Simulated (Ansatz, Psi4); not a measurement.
## Heat of formation of Si3H8 (trisilane) from total energies

Si3H8: 11 atoms, total charge 0, spin state singlet. SMILES: `[SiH3][SiH2][SiH3]`. The shape is that of a PBE0-D4/def2-TZVP optimisation.

Total energies at PBE-QIDH/6-31G* (spherical functions), 15 core orbitals frozen (Ansatz 0.2.0); the atoms run unrestricted:

| species | state | energy (Eh) |
| --- | --- | --- |
| Si3H8 | singlet | -872.524661 |
| Si | triplet | -289.133624 |
| H | doublet | -0.500116 |

Harmonic wavenumbers at wB97X-D/def2-SVP, in cm⁻¹: 92, 102, 105, 323, 397, 432, 446, 473, 574, 600, 715, 723, 879, 891, 926, 946, 948, 950, 954, 2229, 2233, 2241, 2246, 2246, 2250, 2251, 2252.

Measured heats of formation of the gaseous atoms at 298.15 K, in kJ/mol: Si 450.0, H 218.0. Spin-orbit lowering of the atoms at 298 K (mean of the ground term's levels less their thermal mean, from spectra), in kJ/mol: Si 0.44. Take 1 Eh = 2625.50 kJ/mol, 1 cm⁻¹ = 0.0119627 kJ/mol, RT = 2.479 kJ/mol.

**Question.** Work out the heat of formation of the gas at 298 K.

**Answer.** 
1. Electronic atomisation energy: 3 × (-289.133624) + 8 × (-0.500116) − (-872.524661) = 1.122861 Eh = 2948.1 kJ/mol.
2. Zero-point energy: half the sum of the wavenumbers, 14712 cm⁻¹ = 176.0 kJ/mol.
3. Thermal vibrational enthalpy, Σ hcν̃/(exp(hcν̃/kT) − 1): 12.1 kJ/mol. Translation, rotation and pV of a non-linear molecule: 4 RT = 9.9 kJ/mol.
4. The 11 free atoms carry 5/2 RT each: 68.2 kJ/mol.
5. Spin-orbit coupling lowers the free atoms by 3 × 0.44 = 1.3 kJ/mol.
6. Atomisation enthalpy at 298 K: 2948.1 − 1.3 − 176.0 − 12.1 − 9.9 + 68.2 = 2817.0 kJ/mol.
7. Sum of the atoms' heats of formation: 3094.0 kJ/mol. Heat of formation: 3094.0 − 2817.0 = +277.0 kJ/mol.

The tabulated value is +120.9 kJ/mol (CRC Handbook of Chemistry and Physics), so this level is off by +156.1 kJ/mol, or 5.3 % of the atomisation enthalpy that the table implies (2973.1 kJ/mol). A double-zeta basis underbinds. Anharmonicity and any spin-orbit splitting of the molecule are left out, and cores are frozen in the wave-function part.
